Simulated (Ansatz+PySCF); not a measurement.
**doublet H3O2 in separate pieces: levels of theory in one basis**

```xyz
5

O     0.0000    0.0000   -0.1197
H     0.0000    0.7542    0.4787
H     0.0000   -0.7542    0.4787
O    30.0664   -0.0701    0.0496
H    29.4691    0.5605   -0.3966
```

Basis set: STO-3G (spherical functions). Left uncorrelated: 2 orbitals. Correlation on ROHF uses semicanonical orbitals with singles. Charge 0, multiplicity 2.

Computed with Ansatz (development build ahead of 0.2.0); each method stands on the lowest determinant of its kind that the runs found. NEVPT2 correlates all electrons. Active spaces start from the frontier orbitals, and the lowest solution found is given.

| method | E − E(ROHF) (eV) | <S²> of the determinant |
| --- | --- | --- |
| ROHF | 0.00 | 0.75 |
| UHF | -0.03 | 0.75 |
| ROHF-MP2 | -1.44 | – |
| UHF-MP2 | -1.45 | 0.75 |
| ROHF-CCSD | -2.07 | – |
| ROHF-CCSD(T) | -2.08 | – |
| full CI (lowest root of this spin) | -2.08 | – |
| CASSCF(3,2) | 0.00 | – |
| SC-NEVPT2(3,2) | -1.44 | – |

(1) Is a single determinant a sound starting point here?

Answers

(1) By this sign, yes. Unrestricted orbitals gain 0.03 eV and <S²> is 0.75 against 0.75 for a pure state. The CASSCF(3,2) natural occupations are 2.00, 1.00.
